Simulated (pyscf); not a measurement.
HO–In (SMILES [OH][In]) [singlet] + CH₄ (SMILES C) -> H₃C–In (SMILES [CH3][In]) [singlet] + H₂O (SMILES O), a four-centre exchange (singlet surface; In–O, C–H broken, C–In, H–O formed). PySCF, gas phase, ωB97X-D3(BJ)/def2-SVP geometries. MP2 and CC: frozen core, UHF for open shells. ΔMP2 is the change of the MP2 total energy from the triple- to the quadruple-zeta basis. Energies in eV from the separated reactants.

Small-basis levels: PySCF, no dispersion term, spherical d functions. 

Problem. In single points B3LYP/LANL2DZ puts the saddle at 1.76 eV and the reaction energy at +1.98 eV. Should these be trusted to within a few kcal/mol? Compare with CCSD(T)/def2-TZVPP + ΔMP2(QZVPP).

Solution. CCSD(T)/def2-TZVPP + ΔMP2(QZVPP) gives ΔE‡ = 1.54 eV and ΔE = +1.27 eV. B3LYP/LANL2DZ lies 0.22 eV over it in the barrier and 0.71 eV over it in the reaction energy, so on this step it does not hold to within 0.13 eV. At B3LYP/LANL2DZ this geometry lies under one side, so its ΔE‡ may be no barrier of that level. CCSD(T)/def2-TZVPP + ΔMP2(QZVPP) has limits of its own. On the product side the descent ends in a bound adduct, 0.37 eV under the separated species and 0.57 eV under the saddle at ωB97X-D3(BJ)/def2-TZVP. This is the saddle that the search found; another between the same sides may lie lower. The CCSD(T) − MP2 part came from Ansatz, without density fitting, on the same reference. The frozen core leaves the outer d or s,p core shells of the metals and heavy elements correlated in the MP2 and CC values, and def2-TZVPP describes them poorly, which can shift differences by a few kcal/mol. In the def2 sets elements past Kr carry core potentials, without spin-orbit coupling.
